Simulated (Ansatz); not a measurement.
# AlN2H+ (doublet): from Hartree-Fock to the top rungs, def2-TZVPP

One table from this session's results is given with a row withheld; the runs are named, their logs left out.

Computed with Ansatz 0.2.0, Gaussian basis. Level: def2-TZVPP, core rule «outside noble gas», up to 7 orbitals frozen.

To be run: UHF; ROHF; CCSD(T) on UHF.

2 further runs of the same task are left out: 2 set aside as unsound or not needed.

### The system

The geometry is a PBE0/def2-TZVP stationary point (not a proven minimum) of the parent state, kept for this charge and spin.

4 atoms, charge 1, spin multiplicity 2.

Atoms are counted from 1 here; the program's logs count them from 0.

Bond lengths: Al1–N2 1.879 Å, N2–N3 1.296 Å, N2–H4 1.026 Å. Angles: Al1–N2–N3 128.0°, Al1–N2–H4 118.8°, N3–N2–H4 113.2°.

The first run:

in.yaml

```yaml
crystal:
  periodic: [false, false, false]
  atoms:
    - {symbol: Al, position_ang: [0.000000, -0.079269, 1.203465]}
    - {symbol: N, position_ang: [0.000000, 0.413422, -0.609656]}
    - {symbol: N, position_ang: [0.000000, -0.362251, -1.647435]}
    - {symbol: H, position_ang: [0.000000, 1.410865, -0.850200]}
basis:
  gaussian: {orbitals: def2-TZVPP}
total_charge: 1
magnetization: {spin_polarized: true, initial_magnetization: 1}
hamiltonian: {xc: hf}
output: {orbitals: {seedname: orbitals}}
```

Started as:

```console
$ ansatz run in.yaml --threads 1 --pin off --events-out ev --progress --plain --max-ram 4096MiB --backend cpu
```

Among the steps run: UHF; ROHF; CCSD(T) on UHF.

One of the session's tables, all rows but one given; the rest of the session is left out.

```
  method  from UCCSD(T) (meV)
    ROHF             +12421.6
     UHF             +11899.7
    UMP2                    ?
   UCCSD               +549.0
UCCSD(T)                    0
```

**Question.** Estimate the row for UMP2.

**Answer.** from UCCSD(T) (meV): +2117.6. In the column «from UCCSD(T) (meV)» it lies between UCCSD (+549.0) and UHF (+11899.7).

To keep in mind: The determinant is far from a pure spin state, so its energy mixes those of several spin states (harmless only where they are near-degenerate, as at dissociation).
